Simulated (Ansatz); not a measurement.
Compare A (`CC1OCCO1`) with its isomer B (`C1COCOC1`).

Gas-phase electronic energies from Ansatz, PBE0-D4/def2-TZVP geometries. CCSD(T)/CBS is the MP2 limit (def2-TZVPP, def2-QZVPP) plus CCSD(T) − MP2 in def2-TZVPP, frozen cores. DFT in def2-TZVPP.

Q: Which is lower in electronic energy at CCSD(T)/CBS, and by how much? (Estimate.)

A: Computed: A, by 1.2 kcal/mol.

Q: Give E(B) − E(A) in kcal/mol with r2SCAN-D4, MP2/def2-TZVPP, CCSD(T)/def2-TZVPP, B2PLYP, PBE0-D4, CCSD/def2-TZVPP, HF/def2-TZVPP. (Estimate.)

A: Computed: r2SCAN-D4 1.4, MP2/def2-TZVPP 1.1, CCSD(T)/def2-TZVPP 1.1, B2PLYP 1.5, PBE0-D4 1.2, CCSD/def2-TZVPP 1.2, HF/def2-TZVPP 2.5. None reverses the order clearly.

Largest T1 diagnostic: 0.011.

In def2-TZVPP, CCSD(T) changes the Hartree–Fock value by −1.4 kcal/mol (the triples alone add −0.1 kcal/mol) and MP2 by −1.3 kcal/mol.
